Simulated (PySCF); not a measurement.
Compound: C₅H₁₀N (doublet state).
Numbering: `[CH3:1][CH2:2][N:3]1[CH:4][CH2:5][CH2:6]1` (hydrogens: H7, H8, H9 on C1; H10, H11 on C2; H12 on C4; H13, H14 on C5; H15, H16 on C6)

Structure used (GFN2-xTB), in Å, numbered top down from 1:
```
atom  x, y, z in Å
C1     2.2200    0.0019    0.0890
C2     1.0219    0.4989   -0.7138
N3    -0.1891    0.3598    0.0450
C4    -1.4326    0.9245   -0.2665
C5    -2.1748   -0.2320    0.3342
C6    -0.7971   -0.9125    0.4069
H7     2.2960    0.5463    1.0270
H8     2.1120   -1.0574    0.3119
H9     3.1373    0.1459   -0.4760
H10    1.1356    1.5603   -0.9518
H11    0.9643   -0.0579   -1.6655
H12   -1.6256    1.9802   -0.1994
H13   -2.9040   -0.7191   -0.3153
H14   -2.6405   -0.0557    1.3080
H15   -0.4848   -1.2709    1.3902
H16   -0.6462   -1.7035   -0.3351
```

The hyperfine couplings belong to this conformer and change with its torsions.

Method: PySCF 2.14.0, UKS B3LYP, pcH-1 on C H N, non-relativistic, mean-field spin-orbit, GIAO. Geometry: GFN2-xTB, one conformer, isolated molecule. A GFN2-xTB geometry isn't a minimum of the functional, and hyperfine couplings can be far from their values at a DFT geometry. Stability of the SCF solution: not tested.

Question: Predict the first-order ENDOR lines of N3, H13/H14, H10/H11, H15/H16 and H12 under fast tumbling at B = 344.4 mT (X band).

Answer: For S = 1/2 in fast tumbling each set of equivalent nuclei gives two lines, ν± = |νn ± a/2| to first order, with νn = g_N μN B/h and μN/h = 7.62259 MHz/T.

```csv
nuclei,isotope,g_N,νn (MHz),a_iso (MHz),lower line (MHz),upper line (MHz)
N3,14N,0.4038,1.06,13.41,5.64,7.76
H13/H14,1H,5.5857,14.66,68.20,19.44,48.76
H10/H11,1H,5.5857,14.66,13.18,8.07,21.26
H15/H16,1H,5.5857,14.66,10.35,9.49,19.84
H12,1H,5.5857,14.66,9.03,10.15,19.18
```

Question: Which pairs are centred on the nuclear Larmor frequency, and which on half the coupling?

Answer: Centred on νn, since |a| < 2νn: H10/H11, H15/H16 and H12. Centred on |a|/2 and split by 2νn: N3 and H13/H14.

Question: At what field would the lower line of H10/H11 fall to zero frequency?

Answer: Where νn = |a|/2, that is B = 6.59 MHz/(5.5857 × 7.62259 MHz/T) = 155 mT, as far as first order holds there.

Means are taken over nuclei equivalent by connectivity, which assumes that they swap fast. The 1H value of +13.2 MHz is a mean of couplings from 2.2 to 24.1 MHz in this one geometry, not an average over conformers. The 1H value of +10.3 MHz is a mean of couplings from 6.4 to 14.3 MHz in this one geometry, not an average over conformers.
